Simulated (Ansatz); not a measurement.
# BSiH (singlet): the correlation ladder, cc-pVDZ

One table from this session's results is given with a row withheld; the runs are named, their logs left out.

The runs use Ansatz 0.2.0, Gaussian basis; cc-pVDZ, core rule «outside noble gas», up to 6 orbitals frozen.

Plan: UHF; CCSD(T) on RHF; CCSD(T) on UHF; BCCD(T) on RHF; CISD; CCSDT(Q) on RHF; CCSDT(Q) on UHF; CISDTQ; CCSDTQ on RHF; CCSDTQ on UHF; CASSCF and MRCISD+Q, 8 electrons in 9 orbitals; CASSCF and MRCISD+Q(relaxed), 8 electrons in 9 orbitals; CASSCF and NEVPT2, 8 electrons in 9 orbitals; Full CI.

4 further runs of the same task are left out: 4 set aside as unsound or not needed.

## What is computed

The geometry is a PBE0/def2-TZVP stationary point (not a proven minimum).

3 atoms, charge 0, spin multiplicity 1.

Atoms are counted from 1 here; the program's logs count them from 0.

Bond lengths: Si1–B2 2.039 Å, Si1–H3 1.516 Å. Angles: B2–Si1–H3 180.0°.

Set-up of the first run:

File in.yaml:

```yaml
crystal:
  periodic: [false, false, false]
  atoms:
    - {symbol: Si, position_ang: [0.000000, 0.000000, 0.174230]}
    - {symbol: B, position_ang: [0.000000, 0.000000, -1.864326]}
    - {symbol: H, position_ang: [0.000000, 0.000000, 1.690095]}
basis:
  gaussian: {orbitals: cc-pVDZ}
magnetization: {spin_polarized: true, initial_magnetization: 0}
hamiltonian: {xc: hf}
output: {orbitals: {seedname: orbitals}}
```

Started as:

```console
ansatz run in.yaml --threads 1 --pin off --events-out ev --progress --plain --max-ram 3328MiB --backend cpu
```

Steps of the session up to this table: UHF; CCSD(T) on RHF; CCSD(T) on UHF; BCCD(T) on RHF; CISD; CCSDT(Q) on RHF; CCSDT(Q) on UHF; CISDTQ; CCSDTQ on RHF; CCSDTQ on UHF; CASSCF and MRCISD+Q, 8 electrons in 9 orbitals; CASSCF and MRCISD+Q(relaxed), 8 electrons in 9 orbitals; CASSCF and NEVPT2, 8 electrons in 9 orbitals; Full CI.

One of the session's tables, all rows but one given; the rest of the session is left out.

```
   method  from FCI (meV)
      RHF         +5730.8
     RMP2         +1667.5
     CISD          +998.8
    RCCSD          +519.3
 RCCSD(T)          +218.3
  BCCD(T)          +219.0
   RCCSDT               ?
   CISDTQ          +143.2
RCCSDT(Q)           +27.6
  RCCSDTQ            +7.2
      FCI               0
```

**Question.** Estimate the row for RCCSDT.

The run gave: from FCI (meV): +105.6. In the column «from FCI (meV)» it lies between RCCSDT(Q) (+27.6) and CISDTQ (+143.2).

Limits of these values: The report flags that the cluster equations may have other roots. Left out of the table: CASSCF valence, NEVPT2 valence, MRCISD valence, MRCISD+Q valence (the active space lost an orbital or holds another state than full CI finds). Left out of the table: UHF, UMP2, UCCSD, UCCSD(T), UCCSDT, UCCSDT(Q), UCCSDTQ, MRCISD+Q(relaxed) valence (another determinant or state than the rows shown). The program flags RCCSDT(Q), RCCSDTQ as in doubt, so those rows may rest on another solution; read them beside their warnings.
